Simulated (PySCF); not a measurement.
Spectrum to structure. The calculation used TDDFT CAM-B3LYP/def2-SVPD, vertical, gas phase, core orbitals frozen in the response (PySCF 2.14.0, density-fitted response routines). Geometries: GFN2-xTB, one conformer each.

```
state  E (eV)       f  main configurations (H = HOMO, L = LUMO)
   S1    4.39  0.0003                                 H→L (97%)
   S2    7.22   0.020     H→L+1 (71%), H→L+2 (16%), H→L+3 (10%)
   S3    8.07   0.064                  H→L+2 (45%), H→L+4 (42%)
   S4    8.24  0.0006       H-3→L (76%), H-5→L (8%), H-7→L (8%)
   S5    8.31  0.0033     H→L+3 (63%), H→L+6 (20%), H→L+1 (10%)
   S6    8.49   0.057                  H-1→L (66%), H-4→L (28%)
   S7    8.53  0.0068                  H→L+5 (85%), H→L+8 (11%)
   S8    8.58  0.0004                  H-2→L (72%), H-5→L (16%)
```

Triplets computed (Tamm–Dancoff): 3.78, 6.16, 7.05 eV.

Problem. Which candidate is it? All have the formula C5H10O.
A. `C/C=C/COC`
B. `CCCCC=O`
C. `C=CC(C)(C)O`

Solution. B. Its S1, at 4.39 eV, is the lowest among the candidates; the nearest of the others has S1 at 6.82 eV. S1 is HOMO→LUMO (97%). S1 has the pattern of n→π* at C=O. At the same level the other candidates give, for their lowest levels:
- `C/C=C/COC`: 6.82 eV (f 0.000); 7.24 eV (f 0.030); 7.34 eV (f 0.453); 7.40 eV (f 0.001); 7.71 eV (f 0.010); T1 4.48 eV; HOMO -8.24, LUMO 1.44 eV
- `C=CC(C)(C)O`: 7.13 eV (f 0.045); 7.31 eV (f 0.095); 7.47 eV (f 0.011); 7.62 eV (f 0.356); 8.01 eV (f 0.009); T1 4.56 eV; HOMO -8.95, LUMO 1.17 eV

Shape of the structure used: `[CH3:1][CH2:2][CH2:3][CH2:4][CH:5]=[O:6]`: C1–C2–C3–C4 180°, C2–C3–C4–C5 180°, C3–C4–C5–O6 0°.
